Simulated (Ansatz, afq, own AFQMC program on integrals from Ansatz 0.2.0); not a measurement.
Two steps: Ansatz 0.2.0 writes the Fock matrix and Cholesky factors of the valence space, and afq projects on them the lowest state that overlaps trial and start.

```yaml
crystal:
  periodic: [false, false, false]
  atoms:
    - {symbol: Re, position_ang: [0.000000, 0.000000, 0.000000]}
basis:
  gaussian: {orbitals: def2-TZVPP}
magnetization: {spin_polarized: true, initial_magnetization: 5}
correlation: {method: ccsd_t, electrons: outside_noble_gas, hamiltonian_folder: ham}
```

```sh
$ ansatz run in.yaml --threads 1 --pin off --events-out ev --progress --plain --max-ram 16896MiB --backend cuda --devices 0, --max-vram 18GiB
```

Options of the walk:

```
--method phaseless --trial hf --walkers 4000 --populations 20 --least-time 40 --time-step 0.005 --steps-per-block 20 --equilibration-blocks 112 --max-blocks 4000 --target-error 0.0008 --factor-cut 1e-05 --start spin_pure --seed 1984 --taylor-order 6
```

Times are imaginary, in 1/Eh. The walk had a cap of 92 s. With eight or more populations the least sampling time is a fifth of least-time, and the error comes from their spread. Core potentials past Kr, no spin–orbit coupling.

afq prints:

```
orbitals 52  electrons 6 1  factors 371 of 371
reference energy -77.53454493 Eh
CCSD correlation -0.13181752 Eh in 9 cycles, weight of the determinant in the CISD state 0.9136
energy of the start -77.534886 Eh
 block  time / (1/Eh)  mean weight  energy / Eh
     1     0.100  1.0007  -77.564591
     2     0.200  1.0008  -77.586028
     3     0.300  1.0008  -77.601386
     4     0.400  1.0005  -77.613492
     5     0.500  1.0004  -77.622798
     7     0.700  1.0006  -77.634077
     9     0.900  1.0004  -77.643319
    13     1.300  1.0003  -77.652430
    21     2.100  1.0001  -77.664978
    25     2.500  0.9999  -77.666399
    29     2.900  0.9999  -77.667129
    37     3.700  0.9999  -77.672584
    45     4.500  1.0002  -77.671629
    53     5.300  1.0001  -77.673584
    61     6.100  0.9997  -77.668790
    69     6.900  1.0000  -77.670498
    77     7.700  1.0000  -77.668594
    85     8.500  1.0001  -77.671456
    93     9.300  1.0000  -77.673619
   101    10.100  0.9999  -77.672480
   109    10.900  1.0000  -77.674442
   117    11.700  1.0001  -77.673118
   125    12.500  1.0001  -77.674760
   133    13.300  1.0002  -77.673567
   141    14.100  0.9999  -77.670279
   149    14.900  0.9998  -77.667755
   157    15.700  0.9998  -77.669205
   165    16.500  1.0001  -77.669202
   173    17.300  0.9999  -77.670100
   181    18.100  0.9998  -77.672511
   189    18.900  1.0002  -77.669105
error from the spread of 20 populations
energy -77.670800 +/- 0.000593 Eh
(rows thinned)
```

The run passed its tests (sampling time, drift between the halves within three errors, error under three times the target), which doesn't prove that it has relaxed.

Against this walk (error 16.1 meV) on the same determinant: CCSD(T) 26.6 meV lower (within the noise), CCSDT(Q) 47.9 meV lower, a separate phaseless walk with a CISD trial and standard settings 31.4 ± 16.3 meV lower (within the noise). The error is statistical and leaves out the bias of the constraint.

Cautions: constraint bias not in the error; no spin-orbit coupling; outer-core shells of the metal frozen.

The walk took 37 s on 1 × NVIDIA H100 80GB HBM3 with 2 threads of AMD EPYC 7R13 Processor (Zen 3), with other jobs on the host (the card was shared). The log's last line is the phaseless energy.

CCSDT and higher add their correlation energy to the determinant of the CCSD(T) run, since their own runs factorise the integrals more tightly (a shift of under 2 meV). A walk keeps the symmetry of its determinant, which the program's search chose and which needn't be the lowest solution, so a lower state of the same spin and another symmetry isn't excluded.
